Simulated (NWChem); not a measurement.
Everything below was run with NWChem. System: chloromethane (CH3Cl), charge 0, spin multiplicity 1, at a geometry optimised with PBE/def2-SVP. Level: r2SCAN/def2-TZVP.

Part of the output:

```
             Northwest Computational Chemistry Package (NWChem) 7.3.0
             --------------------------------------------------------

                                NWChem Input Module
                                -------------------

 Scaling coordinates for geometry "geometry" by  1.889725989
 (inverse scale =  0.529177249)

 Turning off AUTOSYM since
 SYMMETRY directive was detected!

                             Geometry "geometry" -> ""
                             -------------------------

 Output coordinates in angstroms (scale by  1.889725989 to convert to a.u.)

  No.       Tag          Charge          X              Y              Z
 ---- ---------------- ---------- -------------- -------------- --------------
    1 C                    6.0000     1.12787200    -0.05681800     0.00000000
    2 Cl                  17.0000    -0.66097100     0.03329700     0.00000000
    3 H                    1.0000     1.46348300    -0.59668600     0.90464700
    4 H                    1.0000     1.46348300    -0.59668600    -0.90464700
    5 H                    1.0000     1.54231100     0.96822800     0.00000000

 Effective nuclear repulsion energy (a.u.)      50.9037397874

            Nuclear Dipole moment (a.u.)
            ----------------------------
        X                 Y               Z
 ---------------- ---------------- ----------------
     0.0000037795    -0.0000056692     0.0000000000

      Symmetry information
      --------------------

 Group name             Cs
 Group number              2
 Group order               2
 No. of unique centers     4

      Symmetry unique atoms

     1    2    3    5


 Summary of "ao basis" -> "" (spherical)
 ------------------------------------------------------------------------------
       Tag                 Description            Shells   Functions and Types
 ---------------- ------------------------------  ------  ---------------------
 *                         def2-tzvp                  on all atoms

                                 NWChem DFT Module
                                 -----------------

 Summary of "ao basis" -> "ao basis" (spherical)
 ------------------------------------------------------------------------------
       Tag                 Description            Shells   Functions and Types
 ---------------- ------------------------------  ------  ---------------------
 C                         def2-tzvp                11       31   5s3p2d1f
[...]
 Vector   12  Occ=2.000000D+00  E=-2.693636D-01  Symmetry=a'
              MO Center= -3.9D-01,  5.9D-02, -1.6D-18, r^2= 1.7D+00
   Bfn.  Coefficient  Atom+Function         Bfn.  Coefficient  Atom+Function
  ----- ------------  ---------------      ----- ------------  ---------------
    47      0.517237  2 Cl py                50      0.361238  2 Cl py
    44      0.247145  2 Cl py                38     -0.198834  2 Cl py
    82     -0.130531  5 H  s                  7     -0.113429  1 C  py
    41     -0.094501  2 Cl py                10     -0.079531  1 C  py
    83     -0.078178  5 H  s                 81     -0.075891  5 H  s

 Vector   13  Occ=2.000000D+00  E=-2.693636D-01  Symmetry=a"
              MO Center= -4.0D-01, -1.9D-02, -1.2D-16, r^2= 1.7D+00
   Bfn.  Coefficient  Atom+Function         Bfn.  Coefficient  Atom+Function
  ----- ------------  ---------------      ----- ------------  ---------------
    48      0.517893  2 Cl pz                51      0.361696  2 Cl pz
    45      0.247458  2 Cl pz                39     -0.199086  2 Cl pz
     8     -0.113573  1 C  pz                70     -0.113045  3 H  s
    76      0.113045  4 H  s                 42     -0.094621  2 Cl pz
    11     -0.079631  1 C  pz                71     -0.067704  3 H  s

 Vector   14  Occ=0.000000D+00  E=-1.174700D-03  Symmetry=a'
              MO Center=  2.8D-01, -1.4D-02,  2.3D-15, r^2= 3.1D+00
   Bfn.  Coefficient  Atom+Function         Bfn.  Coefficient  Atom+Function
  ----- ------------  ---------------      ----- ------------  ---------------
     5      0.624467  1 C  s                  4      0.600999  1 C  s
    36     -0.600481  2 Cl s                 49     -0.602163  2 Cl px
    12     -0.420972  1 C  px                46     -0.365469  2 Cl px
     9     -0.349692  1 C  px                 6     -0.273354  1 C  px
    71     -0.257097  3 H  s                 77     -0.257097  4 H  s

 Vector   15  Occ=0.000000D+00  E= 6.353910D-02  Symmetry=a'
              MO Center=  1.2D+00, -6.2D-02,  1.1D-17, r^2= 4.4D+00
   Bfn.  Coefficient  Atom+Function         Bfn.  Coefficient  Atom+Function
  ----- ------------  ---------------      ----- ------------  ---------------
     5      1.994905  1 C  s                 71     -1.269696  3 H  s
    77     -1.269696  4 H  s                 83     -1.269689  5 H  s
    12      0.899459  1 C  px                 4      0.359301  1 C  s
    36      0.360691  2 Cl s                 49      0.272113  2 Cl px
     6      0.189244  1 C  px                 9      0.180224  1 C  px

 Vector   16  Occ=0.000000D+00  E= 1.063385D-01  Symmetry=a'
              MO Center=  1.4D+00,  4.9D-01, -1.2D-16, r^2= 3.7D+00
   Bfn.  Coefficient  Atom+Function         Bfn.  Coefficient  Atom+Function
  ----- ------------  ---------------      ----- ------------  ---------------
    83      2.196147  5 H  s                 13     -1.424369  1 C  py
    71     -1.098106  3 H  s                 77     -1.098106  4 H  s
     7     -0.278059  1 C  py                50      0.274088  2 Cl py
    10     -0.269129  1 C  py                82      0.109933  5 H  s
    81      0.072472  5 H  s                 12     -0.071749  1 C  px

 center of mass
 --------------
 x =  -0.19182464 y =   0.00966312 z =   0.00000000

 moments of inertia (a.u.)
 ------------------
          12.099563690257           6.312964975418           0.000000000000
           6.312964975418         137.097804434010           0.000000000000
           0.000000000000           0.000000000000         137.415854637899

     Multipole analysis of the density
     ---------------------------------

     L   x y z        total         alpha         beta         nuclear
     -   - - -        -----         -----         ----         -------
     0   0 0 0     -0.000000    -13.000000    -13.000000     26.000000

     1   1 0 0      0.768894      0.384445      0.384445      0.000004
     1   0 1 0     -0.038729     -0.019362     -0.019362     -0.000006
     1   0 0 1     -0.000000     -0.000000     -0.000000      0.000000

     2   2 0 0    -13.354087    -45.462132    -45.462132     77.570177
     2   1 1 0     -0.069740      1.771755      1.771755     -3.613251
     2   1 0 1      0.000000      0.000000      0.000000      0.000000
     2   0 2 0    -14.734764    -10.380916    -10.380916      6.027068
     2   0 1 1     -0.000000     -0.000000     -0.000000      0.000000
     2   0 0 2    -14.738289    -10.291654    -10.291654      5.845019

 Task  times  cpu:        4.4s     wall:        4.4s

 Total times  cpu:        4.4s     wall:        4.4s
```

Task: Write an NWChem input that would produce this output.

Result: One answer among several that fit: 
```
start mol
memory heap 200 mb stack 800 mb global 1000 mb
geometry units angstroms nocenter noautoz
  C      1.127872    -0.056818     0.000000
  Cl    -0.660971     0.033297     0.000000
  H      1.463483    -0.596686     0.904647
  H      1.463483    -0.596686    -0.904647
  H      1.542311     0.968228     0.000000
  symmetry group Cs
end
basis spherical
  * library def2-tzvp
end
dft
  xc r2scan
  semidirect memsize 60000000 filesize 0
  iterations 100
  grid fine
end
task dft energy
```
